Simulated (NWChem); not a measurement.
Everything below was run with NWChem. System: HN2 (+1), charge 1, spin multiplicity 1, at a geometry optimised with PBE0/def2-SVP. The structure started from a generated list of species. Level: EOM-CCSD/aug-cc-pVDZ, 2 core orbitals frozen.

NWChem printed:

```
             Northwest Computational Chemistry Package (NWChem) 7.3.0
             --------------------------------------------------------

                                NWChem Input Module
                                -------------------

 Scaling coordinates for geometry "geometry" by  1.889725989
 (inverse scale =  0.529177249)

 Turning off AUTOSYM since
 SYMMETRY directive was detected!

                             Geometry "geometry" -> ""
                             -------------------------

 Output coordinates in angstroms (scale by  1.889725989 to convert to a.u.)

  No.       Tag          Charge          X              Y              Z
 ---- ---------------- ---------- -------------- -------------- --------------
    1 N                    7.0000     0.00000000     0.00000000     0.65246500
    2 N                    7.0000     0.00000000     0.00000000    -0.44036000
    3 H                    1.0000     0.00000000     0.00000000    -1.48473700

 Effective nuclear repulsion energy (a.u.)      29.0072694686

            Nuclear Dipole moment (a.u.)
            ----------------------------
        X                 Y               Z
 ---------------- ---------------- ----------------
     0.0000000000     0.0000000000    -0.0000037795

      Symmetry information
      --------------------

 Group name             C2v
 Group number             16
 Group order               4
 No. of unique centers     3

      Symmetry unique atoms

     1    2    3


 Summary of "ao basis" -> "" (spherical)
 ------------------------------------------------------------------------------
       Tag                 Description            Shells   Functions and Types
 ---------------- ------------------------------  ------  ---------------------
 *                        aug-cc-pvdz                 on all atoms

 Summary of "ao basis" -> "ao basis" (spherical)
 ------------------------------------------------------------------------------
       Tag                 Description            Shells   Functions and Types
 ---------------- ------------------------------  ------  ---------------------
 N                        aug-cc-pvdz                9       23   4s3p2d
 H                        aug-cc-pvdz                5        9   3s2p

                                 NWChem SCF Module
                                 -----------------

  ao basis        = "ao basis"
  functions       =    55
  atoms           =     3
  closed shells   =     7
  open shells     =     0
  charge          =   1.00
  wavefunction    = RHF
  use symmetry    = T
  symmetry adapt  = T

 Summary of "ao basis" -> "ao basis" (spherical)
 ------------------------------------------------------------------------------
       Tag                 Description            Shells   Functions and Types
 ---------------- ------------------------------  ------  ---------------------
 N                        aug-cc-pvdz                9       23   4s3p2d
 H                        aug-cc-pvdz                5        9   3s2p

      Symmetry analysis of basis
      --------------------------

        a1         27
        a2          4
        b1         12
        b2         12

 Forming initial guess at       0.0s

      Superposition of Atomic Density Guess
      -------------------------------------

 Sum of atomic energies:        -109.10475765

 Renormalizing density from      15.00 to     14

      Non-variational initial energy
      ------------------------------

 Total energy =    -104.727214
 1-e energy   =    -191.066347
 2-e energy   =      57.331863
 HOMO         =      -1.045860
 LUMO         =      -0.525762

      Symmetry analysis of molecular orbitals - initial
      -------------------------------------------------

 !! scf_movecs_sym_adapt:   32 vectors were symmetry contaminated

  Symmetry fudging

 !! scf_movecs_sym_adapt:   30 vectors were symmetry contaminated

  Numbering of irreducible representations:

     1 a1          2 a2          3 b1          4 b2

  Orbital symmetries:

     1 a1          2 a1          3 a1          4 a1          5 b2
     6 b1          7 a1          8 b1          9 b2         10 a1
    11 a1         12 b2         13 b1         14 a1         15 a1
[...]
 Iteration   3 using    4 trial vectors
   0.0988894478479   0.3877685276601   10.55172     0.2     0.2

 Iteration   4 using    5 trial vectors
   0.0372198170766   0.3846947022595   10.46808     0.2     0.2

 Iteration   5 using    6 trial vectors
   0.0154762332371   0.3837274213272   10.44176     0.3     0.3

 Iteration   6 using    7 trial vectors
   0.0056476521682   0.3838614921452   10.44541     0.3     0.3

 Iteration   7 using    8 trial vectors
   0.0025257850726   0.3838920983225   10.44624     0.2     0.2

 Iteration   8 using    9 trial vectors
   0.0010842767082   0.3839198875176   10.44700     0.3     0.3

 Iteration   9 using   10 trial vectors
   0.0004010081777   0.3839365262620   10.44745     0.3     0.3

 Iteration  10 using   11 trial vectors
   0.0001393853712   0.3839339291184   10.44738     0.3     0.3

 Iteration  11 using   12 trial vectors
   0.0000723999447   0.3839351370684   10.44741     0.2     0.2

 Iteration  12 using   13 trial vectors
   0.0000307418086   0.3839348466022   10.44740     0.3     0.3

 Iteration  13 using   14 trial vectors
   0.0000121411314   0.3839346605739   10.44740     0.2     0.2

 Iteration  14 using   15 trial vectors
   0.0000047104995   0.3839346658881   10.44740     0.3     0.3
 --------------------------------------------------------------
 Iterations converged

 Excited state root  1
 Excitation energy / hartree =        0.383934618395066
                   / eV      =       10.447396977650477

 EOM-CCSD transition moments / hartree
 --------------------------------------------
 X    0.3846926 Y    0.0000000 Z    0.0000000
 Oscillator Strength                0.0378786
 --------------------------------------------

 EOM-CCSD dipole moments / hartree & Debye
 ------------------------------------
   X        -0.0000000     -0.0000000
   Y         0.0000000      0.0000000
   Z         0.6856817      1.7428422
 Total       0.6856817      1.7428422
 ------------------------------------

 Singles contributions
     9b1  (alpha) ---     5a1  (alpha)       -0.8970127398
    16b1  (alpha) ---     5a1  (alpha)        0.1531557046

 Doubles contributions
     9b1  (alpha)     9b1  (beta ) ---     5a1  (alpha)     7b1  (beta )       -0.1517269826
     9b1  (alpha)     9b1  (beta ) ---     7b1  (alpha)     5a1  (beta )       -0.1517269826

 =========================================
 Excited-state calculation ( b2  symmetry)
 =========================================
 Dim. of EOMCC iter. space      500

 EOMCCSD SOLVER TYPE  1
  maxdiff =   0.82803794612022230

 No. of initial right vectors    2

 EOM-CCSD right-hand side iterations
 --------------------------------------------------------------
      Residuum       Omega / hartree  Omega / eV    Cpu    Wall
 --------------------------------------------------------------

 Iteration   1 using    2 trial vectors
   0.7008966784883   0.5411040106295   14.72420     0.3     0.3

 Iteration   2 using    3 trial vectors
   0.1754490908595   0.4015495901793   10.92672     0.1     0.1

 Iteration   3 using    4 trial vectors
   0.0908339285491   0.3879414263477   10.55643     0.1     0.1

 Iteration   4 using    5 trial vectors
   0.0356129060711   0.3845363854276   10.46377     0.1     0.1

 Iteration   5 using    6 trial vectors
   0.0145719049225   0.3837636703742   10.44275     0.1     0.1

 Iteration   6 using    7 trial vectors
   0.0054132077826   0.3838771359156   10.44583     0.1     0.1

 Iteration   7 using    8 trial vectors
   0.0025143704388   0.3839068808048   10.44664     0.1     0.1

 Iteration   8 using    9 trial vectors
   0.0010474199973   0.3839285130190   10.44723     0.1     0.1

 Iteration   9 using   10 trial vectors
   0.0003796688416   0.3839380290288   10.44749     0.1     0.1

 Iteration  10 using   11 trial vectors
   0.0001327118878   0.3839344991334   10.44739     0.1     0.1

 Iteration  11 using   12 trial vectors
   0.0000712475772   0.3839347849329   10.44740     0.1     0.1

 Iteration  12 using   13 trial vectors
   0.0000303599115   0.3839344833428   10.44739     0.1     0.1

 Iteration  13 using   14 trial vectors
   0.0000113526180   0.3839345198176   10.44739     0.1     0.1

 Iteration  14 using   15 trial vectors
   0.0000044940084   0.3839346183951   10.44740     0.1     0.1
 --------------------------------------------------------------
 Iterations converged
 ------------------

 Excited state root  1
 Excitation energy / hartree =        0.383934618395060
                   / eV      =       10.447396977650339
 largest EOMCCSD amplitudes: R1 and R2

 Singles contributions
     8b2  (alpha) ---     5a1  (alpha)       -0.8970127398
    17b2  (alpha) ---     5a1  (alpha)        0.1531557046

 Doubles contributions
     8b2  (alpha)     8b2  (beta ) ---     5a1  (alpha)     6b2  (beta )       -0.1517269826
     8b2  (alpha)     8b2  (beta ) ---     6b2  (alpha)     5a1  (beta )       -0.1517269826

 No. of initial left vectors    2

 EOM-CCSD left-hand side iterations
 --------------------------------------------------------------
      Residuum       Omega / hartree  Omega / eV    Cpu    Wall
 --------------------------------------------------------------

 Iteration   1 using    2 trial vectors
   0.7762230298451   0.5411040106295   14.72420     0.6     0.6

 Iteration   2 using    3 trial vectors
   0.1891530751364   0.4032928019741   10.97416     0.3     0.3

 Iteration   3 using    4 trial vectors
   0.0988894478479   0.3877685276601   10.55172     0.2     0.2

 Iteration   4 using    5 trial vectors
   0.0372198170766   0.3846947022595   10.46808     0.2     0.2

 Iteration   5 using    6 trial vectors
   0.0154762332371   0.3837274213272   10.44176     0.2     0.2

 Iteration   6 using    7 trial vectors
   0.0056476521682   0.3838614921452   10.44541     0.2     0.2

 Iteration   7 using    8 trial vectors
   0.0025257850726   0.3838920983225   10.44624     0.2     0.2

 Iteration   8 using    9 trial vectors
   0.0010842767082   0.3839198875176   10.44700     0.3     0.3

 Iteration   9 using   10 trial vectors
   0.0004010081777   0.3839365262620   10.44745     0.2     0.2

 Iteration  10 using   11 trial vectors
   0.0001393853712   0.3839339291184   10.44738     0.2     0.2

 Iteration  11 using   12 trial vectors
   0.0000723999447   0.3839351370684   10.44741     0.2     0.2

 Iteration  12 using   13 trial vectors
   0.0000307418086   0.3839348466022   10.44740     0.2     0.2

 Iteration  13 using   14 trial vectors
   0.0000121411314   0.3839346605739   10.44740     0.2     0.2

 Iteration  14 using   15 trial vectors
   0.0000047104995   0.3839346658881   10.44740     0.2     0.2
 --------------------------------------------------------------
 Iterations converged

 Excited state root  1
 Excitation energy / hartree =        0.383934618395060
                   / eV      =       10.447396977650339

 EOM-CCSD transition moments / hartree
 --------------------------------------------
 X    0.0000000 Y    0.3846926 Z    0.0000000
 Oscillator Strength                0.0378786
 --------------------------------------------

 EOM-CCSD dipole moments / hartree & Debye
 ------------------------------------
   X        -0.0000000     -0.0000000
   Y         0.0000000      0.0000000
   Z         0.6856817      1.7428422
 Total       0.6856817      1.7428422
 ------------------------------------

 Singles contributions
     8b2  (alpha) ---     5a1  (alpha)       -0.8970127398
    17b2  (alpha) ---     5a1  (alpha)        0.1531557046

 Doubles contributions
     8b2  (alpha)     8b2  (beta ) ---     5a1  (alpha)     6b2  (beta )       -0.1517269826
     8b2  (alpha)     8b2  (beta ) ---     6b2  (alpha)     5a1  (beta )       -0.1517269826

 Task  times  cpu:       21.8s     wall:       21.8s

 Total times  cpu:       21.9s     wall:       21.9s
```

### Question
Write an NWChem input that would produce this output.

### Answer
One answer among several that fit: 
```
start mol
memory heap 100 mb stack 700 mb global 1900 mb
charge 1
geometry units angstroms nocenter noautoz
  N      0.000000     0.000000     0.652465
  N      0.000000     0.000000    -0.440360
  H      0.000000     0.000000    -1.484737
  symmetry group C2v
end
basis spherical
  * library aug-cc-pvdz
end
scf
  rhf
  nopen 0
  maxiter 100
  thresh 1e-7
  semidirect memsize 60000000 filesize 0
end
tce
  freeze core 2
  ccsd
  nroots 1
  2eorb
  2emet 13
  thresh 1e-5
  maxiter 200
  tilesize 24
  dipole
end
task tce energy
```
